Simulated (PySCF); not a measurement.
BP and its ions

ROHF-CCSD(T); basis B def2-TZVPPD, P def2-TZVPPD; no relativity; PySCF 2.14. Neutral (ROHF): triplet (σ ↑, π ↑), Re = 1.755 Å, ωe = 939 cm⁻¹, De = 3.13 eV.

BP⁺ (UHF): quartet (σ ↑, π ↑↑), Re = 1.872 Å, ωe = 704 cm⁻¹, De = 2.09 eV to B⁺ + P. The energies at the minima are -365.52824 hartree for BP and -365.18839 for BP⁺.

Q: Work out the adiabatic ionisation energy, without and with harmonic zero-point energies (1 hartree = 27.2114 eV, 1 eV = 8065.5 cm⁻¹), and the change of the bond length.

A: At CCSD(T): 0.33985 hartree = 9.248 eV between the minima; the zero-point term (704.0 − 939.0)/2 cm⁻¹ = -0.015 eV makes it 9.233 eV. Re changes by +11.7 pm against the neutral. The electron leaves a π orbital, and the longer bond of the ion fits a bonding orbital, or a change in how ionic the bond is.

BP⁻ (ROHF): doublet (σ ↑), Re = 1.712 Å, ωe = 1018 cm⁻¹. The energies at the minima are -365.52824 hartree for BP and -365.62433 for BP⁻.

Q: Work out the adiabatic electron affinity, without and with harmonic zero-point energies (1 hartree = 27.2114 eV, 1 eV = 8065.5 cm⁻¹), and the change of the bond length.

A: At ROHF-CCSD(T): 0.09609 hartree = 2.615 eV between the minima; the zero-point term (939.0 − 1018.0)/2 cm⁻¹ = -0.005 eV makes it 2.610 eV. Re changes by -4.3 pm against the neutral. The electron enters a π orbital, and the shorter bond of the ion fits a bonding orbital, or a change in how ionic the bond is.

Correlated steps freeze 6 core orbitals. UHF and ROHF references stand side by side, which adds small steps between rows. For an ion De counts to the pair picked by the measured ionisation energies or electron affinities, which need not be the lowest pair at this level. States were picked by a PBE0 search and need not be the measured ground states.

Neutral and ion stand on different kinds of reference determinant, which adds to the error of the difference.
